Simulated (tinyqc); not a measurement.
UHF in the sto-6g basis, for H2O, spin multiplicity 1, step by step. One step of it, computed by the program tinyqc.

Problem. Iteration 1: building the Fock matrix. J_ij = sum D_kl (ij|kl) with D = D(alpha) + D(beta), K_ij = sum D_kl (ik|jl) for each spin; F = H + J - K(s); E = tr D H + tr D J / 2 - 0.5 sum_s tr D(s) K(s) + E_nn.

D(alpha) at the start, order 1O 1s, 1O 2s, 1O 2px, 1O 2py, 1O 2pz, 2H 1s, 3H 1s:
```
[[1.061472, -0.278122, 0.018314, 0.000000, -0.016681, 0.042827, 0.042827],
 [-0.278122, 1.275314, -0.193266, 0.000000, 0.109570, -0.256935, -0.256935],
 [0.018314, -0.193266, 0.584984, 0.000000, -0.081404, 0.377490, 0.377490],
 [0.000000, 0.000000, 0.000000, 1.111624, 0.000000, -0.134828, 0.134828],
 [-0.016681, 0.109570, -0.081404, 0.000000, 1.054450, -0.132572, -0.132572],
 [0.042827, -0.256935, 0.377490, -0.134828, -0.132572, 0.279243, 0.246537],
 [0.042827, -0.256935, 0.377490, 0.134828, -0.132572, 0.246537, 0.279243]]
```

D(beta) at the start, order 1O 1s, 1O 2s, 1O 2px, 1O 2py, 1O 2pz, 2H 1s, 3H 1s:
```
[[1.061472, -0.278122, -0.018314, 0.000000, -0.016681, 0.042827, 0.042827],
 [-0.278122, 1.275314, 0.193266, 0.000000, 0.109570, -0.256935, -0.256935],
 [-0.018314, 0.193266, 0.584984, 0.000000, 0.081404, -0.377490, -0.377490],
 [0.000000, 0.000000, 0.000000, 1.111624, 0.000000, -0.134828, 0.134828],
 [-0.016681, 0.109570, 0.081404, 0.000000, 1.054450, -0.132572, -0.132572],
 [0.042827, -0.256935, -0.377490, -0.134828, -0.132572, 0.279243, 0.246537],
 [0.042827, -0.256935, -0.377490, 0.134828, -0.132572, 0.246537, 0.279243]]
```

core Hamiltonian H = T + V (hartree), order 1O 1s, 1O 2s, 1O 2px, 1O 2py, 1O 2pz, 2H 1s, 3H 1s:
```
[[-32.830655, -7.255229, 0.000000, 0.000000, -0.011919, -1.056432, -1.056432],
 [-7.255229, -9.054204, 0.000000, 0.000000, -0.139316, -2.525507, -2.525507],
 [0.000000, 0.000000, -7.314463, 0.000000, 0.000000, 0.000000, 0.000000],
 [0.000000, 0.000000, 0.000000, -7.420747, 0.000000, -1.587181, 1.587181],
 [-0.011919, -0.139316, 0.000000, 0.000000, -7.360129, -1.071427, -1.071427],
 [-1.056432, -2.525507, 0.000000, -1.587181, -1.071427, -4.283442, -0.731010],
 [-1.056432, -2.525507, 0.000000, 1.587181, -1.071427, -0.731010, -4.283442]]
```

Two-electron integrals (ij|kl) in chemists' order, unique and non-zero (hartree):
```
(11|11) 4.787491    (21|11) 0.675884    (21|21) 0.121505    (22|11) 1.117379
(22|21) 0.249212    (22|22) 0.817383    (31|31) 0.025762    (32|31) 0.039145
(32|32) 0.180664    (33|11) 1.117381    (33|21) 0.249212    (33|22) 0.817382
(33|33) 0.880663    (41|41) 0.025762    (42|41) 0.039145    (42|42) 0.180664
(43|43) 0.047461    (44|11) 1.117381    (44|21) 0.249212    (44|22) 0.817382
(44|33) 0.785741    (44|44) 0.880663    (51|51) 0.025762    (52|51) 0.039145
(52|52) 0.180664    (53|53) 0.047461    (54|54) 0.047461    (55|11) 1.117381
(55|21) 0.249212    (55|22) 0.817382    (55|33) 0.785741    (55|44) 0.785741
(55|55) 0.880663    (61|11) 0.103976    (61|21) 0.017930    (61|22) 0.036017
(61|33) 0.035941    (61|41) 0.000736    (61|42) 0.001445    (61|44) 0.036101
(61|51) 0.000483    (61|52) 0.000947    (61|54) 0.000105    (61|55) 0.036010
(61|61) 0.002697    (62|11) 0.272858    (62|21) 0.061806    (62|22) 0.227018
(62|33) 0.223127    (62|41) 0.004158    (62|42) 0.031714    (62|44) 0.231292
(62|51) 0.002726    (62|52) 0.020788    (62|54) 0.005352    (62|55) 0.226635
(62|61) 0.009187    (62|62) 0.081266    (63|31) 0.006596    (63|32) 0.038013
(63|43) 0.006424    (63|53) 0.004211    (63|63) 0.010978    (64|11) 0.172893
(64|21) 0.039690    (64|22) 0.155403    (64|33) 0.148600    (64|41) 0.008878
(64|42) 0.058073    (64|44) 0.166736    (64|51) 0.001496    (64|52) 0.013149
(64|54) 0.007677    (64|55) 0.150872    (64|61) 0.006145    (64|62) 0.067594
(64|64) 0.066482    (65|11) 0.113329    (65|21) 0.026016    (65|22) 0.101865
(65|33) 0.097405    (65|41) 0.001496    (65|42) 0.013149    (65|44) 0.100872
(65|51) 0.007577    (65|52) 0.046632    (65|54) 0.008696    (65|55) 0.107317
(65|61) 0.004028    (65|62) 0.044307    (65|64) 0.036382    (65|65) 0.034826
(66|11) 0.442689    (66|21) 0.102128    (66|22) 0.430862    (66|33) 0.414618
(66|41) 0.008186    (66|42) 0.087284    (66|44) 0.448703    (66|51) 0.005366
(66|52) 0.057214    (66|54) 0.022342    (66|55) 0.429263    (66|61) 0.015296
(66|62) 0.203525    (66|64) 0.192725    (66|65) 0.126329    (66|66) 0.774999
(71|11) 0.103976    (71|21) 0.017930    (71|22) 0.036017    (71|33) 0.035941
(71|41) -0.000736   (71|42) -0.001445   (71|44) 0.036101    (71|51) 0.000483
(71|52) 0.000947    (71|54) -0.000105   (71|55) 0.036010    (71|61) 0.002651
(71|62) 0.008838    (71|64) 0.005432    (71|65) 0.003880    (71|66) 0.014568
(71|71) 0.002697    (72|11) 0.272858    (72|21) 0.061806    (72|22) 0.227018
(72|33) 0.223127    (72|41) -0.004158   (72|42) -0.031714   (72|44) 0.231292
(72|51) 0.002726    (72|52) 0.020788    (72|54) -0.005352   (72|55) 0.226635
(72|61) 0.008838    (72|62) 0.062613    (72|64) 0.036618    (72|65) 0.033132
(72|66) 0.123837    (72|71) 0.009187    (72|72) 0.081266    (73|31) 0.006596
(73|32) 0.038013    (73|43) -0.006424   (73|53) 0.004211    (73|63) 0.008081
(73|73) 0.010978    (74|11) -0.172893   (74|21) -0.039690   (74|22) -0.155403
(74|33) -0.148600   (74|41) 0.008878    (74|42) 0.058073    (74|44) -0.166736
(74|51) -0.001496   (74|52) -0.013149   (74|54) 0.007677    (74|55) -0.150872
(74|61) -0.005432   (74|62) -0.036618   (74|64) -0.013993   (74|65) -0.019017
(74|66) -0.067451   (74|71) -0.006145   (74|72) -0.067594   (74|74) 0.066482
(75|11) 0.113329    (75|21) 0.026016    (75|22) 0.101865    (75|33) 0.097405
(75|41) -0.001496   (75|42) -0.013149   (75|44) 0.100872    (75|51) 0.007577
(75|52) 0.046632    (75|54) -0.008696   (75|55) 0.107317    (75|61) 0.003880
(75|62) 0.033132    (75|64) 0.019017    (75|65) 0.025302    (75|66) 0.070920
(75|71) 0.004028    (75|72) 0.044307    (75|74) -0.036382   (75|75) 0.034826
(76|11) 0.072421    (76|21) 0.016563    (76|22) 0.065745    (76|33) 0.064363
(76|44) 0.065768    (76|51) 0.001164    (76|52) 0.010474    (76|55) 0.067104
(76|61) 0.002427    (76|62) 0.022906    (76|64) 0.016663    (76|65) 0.014072
(76|66) 0.059190    (76|71) 0.002427    (76|72) 0.022906    (76|74) -0.016663
(76|75) 0.014072    (76|76) 0.008143    (77|11) 0.442689    (77|21) 0.102128
(77|22) 0.430862    (77|33) 0.414618    (77|41) -0.008186   (77|42) -0.087284
(77|44) 0.448703    (77|51) 0.005366    (77|52) 0.057214    (77|54) -0.022342
(77|55) 0.429263    (77|61) 0.014568    (77|62) 0.123837    (77|64) 0.067451
(77|65) 0.070920    (77|66) 0.267839    (77|71) 0.015296    (77|72) 0.203525
(77|74) -0.192725   (77|75) 0.126329    (77|76) 0.059190    (77|77) 0.774999
```

nuclear repulsion = 7.46518633 hartree

Give: Coulomb J; exchange K(alpha); exchange K(beta); F(alpha); F(beta); total energy of this density.

Solution.

Coulomb J (hartree), order 1O 1s, 1O 2s, 1O 2px, 1O 2py, 1O 2pz, 2H 1s, 3H 1s:
```
[[18.1436, 3.2456, 0.0000, 0.0000, 0.0075, 0.4823, 0.4823],
 [3.2456, 8.4932, 0.0000, 0.0000, 0.0448, 2.3151, 2.3151],
 [0.0000, 0.0000, 8.4307, 0.0000, 0.0000, 0.0000, 0.0000],
 [0.0000, 0.0000, 0.0000, 8.5302, 0.0000, 1.5715, -1.5715],
 [0.0075, 0.0448, 0.0000, 0.0000, 8.5187, 1.0400, 1.0400],
 [0.4823, 2.3151, 0.0000, 1.5715, 1.0400, 4.4024, 0.6656],
 [0.4823, 2.3151, 0.0000, -1.5715, 1.0400, 0.6656, 4.4024]]
```

exchange K(alpha) (hartree), order 1O 1s, 1O 2s, 1O 2px, 1O 2py, 1O 2pz, 2H 1s, 3H 1s:
```
[[4.9332, 0.7800, -0.0027, 0.0000, 0.0006, 0.1245, 0.1245],
 [0.7800, 1.3552, 0.0095, 0.0000, 0.0076, 0.3358, 0.3358],
 [-0.0027, 0.0095, 0.8204, 0.0000, 0.0089, 0.1300, 0.1300],
 [0.0000, 0.0000, 0.0000, 1.1708, 0.0000, 0.1788, -0.1788],
 [0.0006, 0.0076, 0.0089, 0.0000, 1.1688, 0.1237, 0.1237],
 [0.1245, 0.3358, 0.1300, 0.1788, 0.1237, 0.2763, 0.1190],
 [0.1245, 0.3358, 0.1300, -0.1788, 0.1237, 0.1190, 0.2763]]
```

exchange K(beta) (hartree), order 1O 1s, 1O 2s, 1O 2px, 1O 2py, 1O 2pz, 2H 1s, 3H 1s:
```
[[4.9332, 0.7800, 0.0027, 0.0000, 0.0006, 0.1245, 0.1245],
 [0.7800, 1.3552, -0.0095, 0.0000, 0.0076, 0.3358, 0.3358],
 [0.0027, -0.0095, 0.8204, 0.0000, -0.0089, -0.1300, -0.1300],
 [0.0000, 0.0000, 0.0000, 1.1708, 0.0000, 0.1788, -0.1788],
 [0.0006, 0.0076, -0.0089, 0.0000, 1.1688, 0.1237, 0.1237],
 [0.1245, 0.3358, -0.1300, 0.1788, 0.1237, 0.2763, 0.1190],
 [0.1245, 0.3358, -0.1300, -0.1788, 0.1237, 0.1190, 0.2763]]
```

F(alpha) (hartree), order 1O 1s, 1O 2s, 1O 2px, 1O 2py, 1O 2pz, 2H 1s, 3H 1s:
```
[[-19.6202, -4.7896, 0.0027, 0.0000, -0.0050, -0.6986, -0.6986],
 [-4.7896, -1.9162, -0.0095, 0.0000, -0.1022, -0.5463, -0.5463],
 [0.0027, -0.0095, 0.2958, 0.0000, -0.0089, -0.1300, -0.1300],
 [0.0000, 0.0000, 0.0000, -0.0614, 0.0000, -0.1945, 0.1945],
 [-0.0050, -0.1022, -0.0089, 0.0000, -0.0102, -0.1552, -0.1552],
 [-0.6986, -0.5463, -0.1300, -0.1945, -0.1552, -0.1574, -0.1845],
 [-0.6986, -0.5463, -0.1300, 0.1945, -0.1552, -0.1845, -0.1574]]
```

F(beta) (hartree), order 1O 1s, 1O 2s, 1O 2px, 1O 2py, 1O 2pz, 2H 1s, 3H 1s:
```
[[-19.6202, -4.7896, -0.0027, 0.0000, -0.0050, -0.6986, -0.6986],
 [-4.7896, -1.9162, 0.0095, 0.0000, -0.1022, -0.5463, -0.5463],
 [-0.0027, 0.0095, 0.2958, 0.0000, 0.0089, 0.1300, 0.1300],
 [0.0000, 0.0000, 0.0000, -0.0614, 0.0000, -0.1945, 0.1945],
 [-0.0050, -0.1022, 0.0089, 0.0000, -0.0102, -0.1552, -0.1552],
 [-0.6986, -0.5463, 0.1300, -0.1945, -0.1552, -0.1574, -0.1845],
 [-0.6986, -0.5463, 0.1300, 0.1945, -0.1552, -0.1845, -0.1574]]
```

total energy of this density = -74.402957 hartree
